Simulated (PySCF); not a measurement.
Species: C₃HF₂N.
SMILES: `N#CC=C(F)F`

The closed-shell ground state was solved at several levels (PySCF, density fitting, gas phase, non-relativistic). Geometry: PBE0-D3(BJ)/def2-SVP; no solvent, vibrations or thermal averaging.

| level | basis functions | HOMO (eV) | LUMO (eV) | gap (eV) | dipole (D) |
| --- | --- | --- | --- | --- | --- |
| PBE0/pcSseg-1 | 107 | -8.32 | -1.47 | 6.85 | 3.50 |
| B3LYP/pcJ-1 | 172 | -8.09 | -1.70 | 6.39 | 3.47 |
| B3LYP/def2-SVPD | 134 | -8.17 | -1.84 | 6.33 | 3.46 |

(1) Estimate the row for PBE/pcSseg-2, a basis of 230 functions; the other rows only guide the guess.

(2) Over all these levels, which gives the widest orbital gap and which the narrowest?

(3) How far do the dipole and the HOMO energy spread over the levels?

Results:

(1) HOMO -7.09 eV, LUMO -2.44 eV, gap 4.65 eV, dipole 3.58 D.

(2) PBE0/pcSseg-1 (global hybrid, 25 % exact exchange) has the widest, 6.85 eV, and PBE/pcSseg-2 (GGA) the narrowest, 4.65 eV. Functional and basis both differ between the two, so the spread mixes both effects.

(3) The dipole runs from 3.46 to 3.58 D (mean 3.50 D) and the HOMO from -8.32 to -7.09 eV.
